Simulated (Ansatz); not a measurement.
Ideal-gas functions of C$_{2}$H$_{3}$F$_{3}$, SMILES `CC(F)(F)F` at 800 K and 1 bar, from an Ansatz frequency run at PBE0-D4/def2-TZVP.

Molar mass 84.04 g/mol, point group C3v (symmetry number 3), electronic degeneracy 1, moments of inertia 91.595, 96.966, 96.967 u Å². Harmonic wavenumbers (cm⁻¹, unscaled): 227, 365, 365, 544, 544, 606, 849, 978, 978, 1243, 1243, 1297, 1431, 1476, 1476, 3088, 3180, 3181.

Use S(trans) = R[1.5 ln M + 2.5 ln T − 1.1517]; rotational temperatures θ = 24.2544 K / I; S(rot) = R[ln(√π/σ · √(T³/θAθBθC)) + 1.5]; for each mode x = 1.438777 ν̃/T, S = R[x/(eˣ − 1) − ln(1 − e⁻ˣ)] and H = RT x/(eˣ − 1); 1 cm⁻¹ = 0.0119627 kJ/mol; R = 8.31446 J/(mol·K).

Task: By hand: the entropy, in J/(mol·K).

Result: Translation 184.6. Rotation: θ = 0.2648, 0.2501, 0.2501 K, giving 108.5. Vibration, mode by mode: 15.82, 11.96, 11.96, 8.82, 8.82, 8.00, 5.56, 4.61, 4.61, 3.17, 3.17, 2.93, 2.43, 2.28, 2.28, 0.21, 0.18, 0.18, in all 97.0. Electronic 0.0. Sum 390.1 J/(mol·K).

Task: By hand: H − E and G − E in kJ/mol, counted from the electronic energy.

Result: Zero-point energy ½ × 23071 × 0.0119627 = 138.0; thermal vibration 43.7; translation, rotation and pV give 4 RT = 26.6. H − E = 208.3 kJ/mol, and G − E = 208.3 − 800 × 390.1/1000 = -103.8 kJ/mol.

Vibration gives 25 % of the entropy.
